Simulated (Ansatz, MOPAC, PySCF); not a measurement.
System: C₂H₅, net charge 0, doublet state. SMILES: [CH2]C
Geometry from a B3LYP-D3(BJ)/def2-TZVP (Ansatz, a first-principles code) optimisation:
```xyz
7

C     -0.0207    -0.6912     0.0019
C      0.0032     0.7917    -0.0023
H      0.9947    -1.1171     0.0074
H     -0.5251    -1.0873     0.8864
H     -0.5178    -1.0924    -0.8844
H      0.0727     1.3495     0.9213
H      0.0803     1.3441    -0.9285
```
Charge 0, spin multiplicity 2.

Unscaled harmonic wavenumbers (cm⁻¹) in rising order, each level at the stationary point that it reaches from this structure (no distance between atoms moves by over 0.3 Å); the order of modes can differ between levels, and a negative number is imaginary. B3LYP-D3(BJ)/def2-TZVP (PySCF, at the structure above): 108, 492, 815, 983, 1065, 1196, 1401, 1468, 1480, 1483, 2947, 3039, 3082, 3148, 3245.

PM3 (MOPAC): 79, 628, 843, 874, 1085, 1195, 1305, 1380, 1381, 1458, 3044, 3075, 3150, 3161, 3183. Zero-point energy 36.9 against 37.1 kcal/mol; where all levels lie over 400 cm⁻¹, the wavenumbers are on average 1.004 times those of B3LYP-D3(BJ)/def2-TZVP.

HF/3-21G (Ansatz): 128, 437, 894, 1046, 1110, 1319, 1574, 1596, 1660, 1664, 3152, 3219, 3252, 3292, 3397. Zero-point energy 39.7 against 37.1 kcal/mol; where all levels lie over 400 cm⁻¹, the wavenumbers are on average 1.066 times those of B3LYP-D3(BJ)/def2-TZVP.

B3LYP/6-31G* (Ansatz): 125, 458, 818, 995, 1074, 1207, 1430, 1492, 1511, 1515, 2965, 3058, 3102, 3168, 3264. Zero-point energy 37.4 against 37.1 kcal/mol; where all levels lie over 400 cm⁻¹, the wavenumbers are on average 1.005 times those of B3LYP-D3(BJ)/def2-TZVP.
